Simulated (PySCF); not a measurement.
# C3H4O2 (acrylic acid): the cost of one run

The runs use PySCF 2.14.0, with density-fitted response routines of our own; the level of theory stands in each step. All values are computed, except where a source is named. Atoms count from 0, in the outputs and in this text.

### Step 1. The starting structure

9 atoms, charge 0, multiplicity 1; geometry from: MMFF94s. The atoms were then displaced at random by about 0.03 Å, so the start is not that level's minimum.

Bonds of the start (Å): C0–C1 1.27, C1–C2 1.44, C2–O3 1.23, C2–O4 1.38, C0–H5 1.09, C0–H6 1.14, C1–H7 1.07, O4–H8 0.98.

### Step 2. Relaxing the molecule at PBE0-D3(BJ)/def2-SVP

Job settings and geometry (Å):

```
{"job": {"xc": "PBE0", "basis": "def2-SVP", "d3": "d3bj", "grid": 1, "shake": 0.03, "kind": "geom"}, "charge": 0, "multiplicity": 1}
C     -1.404990    -0.511790    -0.390160
C     -0.372260    -0.418680     0.337060
C      0.731500     0.413970    -0.081970
O      0.987240     1.139870    -1.046880
O      1.776060     0.272870     0.806790
H     -2.326620    -1.029600    -0.117410
H     -1.524290     0.138760    -1.317200
H     -0.218390    -0.964900     1.240740
H      2.484500     0.890050     0.543380
```

On the command line:

```bash
$ OMP_NUM_THREADS=1 python probes_run.py task.json out
```

This one command runs all jobs of the session in turn.

Q: Estimate the wall time and peak memory of this first job on 1 thread of Arm Neoverse V1, shared host.

About 26 s, with a peak of 0.37 GiB.
